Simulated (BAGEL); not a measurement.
# BH2OF (SMILES OBF): HF/STO-3G (density fitting with qzvpp-jkfit)

What is the vertical ionisation energy of BH2OF at HF/STO-3G (density fitting with qzvpp-jkfit)? 

The results are computed with BAGEL 1.2.2.

1 further run of the same task is left out (set aside as unsound or not needed).

## Step 1: Starting point

BH2OF: 5 atoms, total charge 0, spin state singlet. As SMILES, `OBF`. Geometry: relaxed at PBE0-D4/def2-TZVP. This is one conformer, not always the lowest.

Bond lengths: O1–B2 1.344 Å, B2–F3 1.332 Å, O1–H4 0.963 Å, B2–H5 1.192 Å. Angles: O1–B2–F3 120.3°, O1–B2–H5 120.1°, F3–B2–H5 119.6°, B2–O1–H4 113.4°.

## Step 2: A single-point energy at HF/STO-3G (density fitting with qzvpp-jkfit)

The input, job.json:

```json
{ "bagel": [

{
  "title": "molecule",
  "basis": "sto-3g",
  "df_basis": "qzvpp-jkfit",
  "angstrom": true,
  "geometry": [
    { "atom": "O", "xyz": [      -0.965400,       0.157400,       0.156900 ] },
    { "atom": "B", "xyz": [       0.365000,      -0.030200,       0.201100 ] },
    { "atom": "F", "xyz": [       1.039200,      -0.323700,      -0.909500 ] },
    { "atom": "H", "xyz": [      -1.337200,       0.057400,      -0.725800 ] },
    { "atom": "H", "xyz": [       0.948300,       0.065400,       1.236000 ] }
  ]
},

{ "title": "hf" },

{ "title": "print", "file": "orbitals.molden", "orbitals": true }

]}
```

Command:

```sh
BAGEL_NUM_THREADS=1 BAGEL job.json > job.out
```

Log:

```text
* using 1 threads per process

  ===============================================================
  ===============================================================

  *** Geometry ***

  { "atom" : "O", "xyz" : [     -1.824342,      0.297443,      0.296498 ] },
  { "atom" : "B", "xyz" : [      0.689750,     -0.057070,      0.380024 ] },
  { "atom" : "F", "xyz" : [      1.963803,     -0.611704,     -1.718706 ] },
  { "atom" : "H", "xyz" : [     -2.526942,      0.108470,     -1.371563 ] },
  { "atom" : "H", "xyz" : [      1.792027,      0.123588,      2.335701 ] },

  Number of auxiliary basis functions:      265

  Since a DF basis is specified, we compute 2- and 3-index integrals:
    o Being stored without compression. Storage requirement is 0.001 GB

  Number of basis functions:       17
  Number of electrons      :       24

    * METHOD: MOLECULE                             0.04

  *** RHF ***

  === Nuclear Repulsion ===
    64.2757913831

      * DIIS with orbital gradients will be used.

  === RHF iteration (sto-3g) ===
      0       -197.43789308          0.02883738           0.00
      1       -197.50783845          0.00726503           0.00
      2       -197.51199445          0.00144196           0.00
      3       -197.51225147          0.00025833           0.00
      4       -197.51225819          0.00006332           0.00
      5       -197.51225889          0.00001662           0.00
      6       -197.51225895          0.00000378           0.00
      7       -197.51225895          0.00000068           0.00
      8       -197.51225895          0.00000018           0.00
      9       -197.51225895          0.00000006           0.00
     10       -197.51225895          0.00000002           0.00
     11       -197.51225895          0.00000000           0.00
    * SCF iteration converged.

    * Permanent dipole moment:
           (    0.226752,     0.037591,     0.404759) a.u.

    * METHOD: HF                                   0.06

    * METHOD: PRINT                                0.00

  ===============================================================
```

Run time: 0.3 s. Hardware: 1 thread of Intel Xeon Platinum 8488C (Sapphire Rapids), shared host; peak memory 0.08 GiB.

## Step 3: The doublet cation

The input, input.json:

```json
{ "bagel" : [

{
  "title" : "molecule",
  "basis" : "sto-3g",
  "df_basis" : "qzvpp-jkfit",
  "angstrom" : true,
  "geometry" : [
    { "atom" : "O", "xyz" : [   -0.965400,    0.157400,    0.156900 ] },
    { "atom" : "B", "xyz" : [    0.365000,   -0.030200,    0.201100 ] },
    { "atom" : "F", "xyz" : [    1.039200,   -0.323700,   -0.909500 ] },
    { "atom" : "H", "xyz" : [   -1.337200,    0.057400,   -0.725800 ] },
    { "atom" : "H", "xyz" : [    0.948300,    0.065400,    1.236000 ] }
  ]
},
{
  "title" : "uhf",
  "charge" : 1,
  "nopen" : 1
},
{
  "title" : "print",
  "file" : "orbitals.molden",
  "orbitals" : true
}

]}
```

Command:

```sh
BAGEL_NUM_THREADS=1 BAGEL input.json > input.out
```

Log:

```text
* using 1 threads per process

  ===============================================================
  ===============================================================

  *** Geometry ***

  { "atom" : "O", "xyz" : [     -1.824342,      0.297443,      0.296498 ] },
  { "atom" : "B", "xyz" : [      0.689750,     -0.057070,      0.380024 ] },
  { "atom" : "F", "xyz" : [      1.963803,     -0.611704,     -1.718706 ] },
  { "atom" : "H", "xyz" : [     -2.526942,      0.108470,     -1.371563 ] },
  { "atom" : "H", "xyz" : [      1.792027,      0.123588,      2.335701 ] },

  Number of auxiliary basis functions:      265

  Since a DF basis is specified, we compute 2- and 3-index integrals:
    o Being stored without compression. Storage requirement is 0.001 GB

  Number of basis functions:       17
  Number of electrons      :       24

    * METHOD: MOLECULE                             0.04

  *** Open-shell HF ***

  === Nuclear Repulsion ===
    64.2757913831

      * DIIS with orbital gradients will be used.

  === UHF iteration (sto-3g) ===
      0       -197.06787711          0.06285966           0.00
      1       -197.15449839          0.02701631           0.00
      2       -197.16910817          0.01120984           0.00
      3       -197.17183500          0.00152048           0.00
      4       -197.17217474          0.00018224           0.00
      5       -197.17220365          0.00003809           0.00
      6       -197.17221170          0.00004956           0.00
      7       -197.17221401          0.00004974           0.00
      8       -197.17221484          0.00004668           0.00
      9       -197.17221900          0.00004063           0.00
     10       -197.17222649          0.00001002           0.00
     11       -197.17222652          0.00000213           0.00
     12       -197.17222654          0.00000037           0.00
     13       -197.17222655          0.00000015           0.00
     14       -197.17222655          0.00000006           0.00
     15       -197.17222655          0.00000004           0.00
     16       -197.17222655          0.00000001           0.00
    * SCF iteration converged.

    * S^2 (UHF) is 0.7756

    * Permanent dipole moment:
           (    1.291796,    -0.165027,     0.140751) a.u.

    * METHOD: UHF                                  0.09

    * METHOD: PRINT                                0.00

  ===============================================================
```

Run time: 0.32 s. Hardware: 1 thread of Intel Xeon Platinum 8488C (Sapphire Rapids), shared host; peak memory 0.08 GiB.

## Step 4: Summary of results

At HF/STO-3G (density fitting with qzvpp-jkfit):

| quantity | value |
| --- | --- |
| singlet BH2OF: total energy | -197.51226 Eh |
| singlet BH2OF: dipole moment | 1.18 D |
| singlet BH2OF: HOMO energy | -11.32 eV |
| singlet BH2OF: LUMO energy | 9.09 eV |
| singlet BH2OF: HOMO–LUMO gap | 20.40 eV |
| doublet cation: total energy | -197.17223 Eh |
| doublet cation: ⟨S²⟩ | 0.776 |
| vertical ionisation energy (to the doublet cation) | 9.253 eV |

**Reading.** The vertical ionisation energy comes to 9.25 eV (213 kcal/mol). The negative HOMO energy of the first species, 11.32 eV, lies 2.06 eV above that difference. In a minimal basis such a difference can be off by several eV, whatever the method.
